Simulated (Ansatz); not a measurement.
# How the LO phonon frequency at L of zinc-blende AlAs moves with the method

No measured value is used here.

```json
[
 {"level (code)": "LDA (Ansatz)", "value (cm⁻¹)": "368", "cell (Å³/atom)": "22.29"},
 {"level (code)": "PBE (Ansatz)", "value (cm⁻¹)": "353", "cell (Å³/atom)": "23.50"},
 {"level (code)": "revPBE (Ansatz)", "value (cm⁻¹)": "(withheld)", "cell (Å³/atom)": "23.89"},
 {"level (code)": "PBE-D3(BJ) (Ansatz)", "value (cm⁻¹)": "367", "cell (Å³/atom)": "22.72"},
 {"level (code)": "HSE06 (Ansatz)", "value (cm⁻¹)": "(withheld)", "cell (Å³/atom)": "22.93"},
 {"level (code)": "LC-ωPBE (Ansatz)", "value (cm⁻¹)": "395", "cell (Å³/atom)": "22.14"},
 {"level (code)": "Hartree–Fock (Ansatz)", "value (cm⁻¹)": "388", "cell (Å³/atom)": "23.70"}
]
```

Fill in the missing entries.


- revPBE (Ansatz, an electronic-structure program), value (cm⁻¹): 349
- HSE06 (Ansatz), value (cm⁻¹): 371

PBE-D3(BJ): the dispersion coefficients are held fixed in the derivatives. Each level is taken at its own relaxed cell. K meshes differ between the levels. Ansatz's density-functional and Hartree–Fock values are scalar-relativistic unless marked +SOC, with PAW data made under PBE.
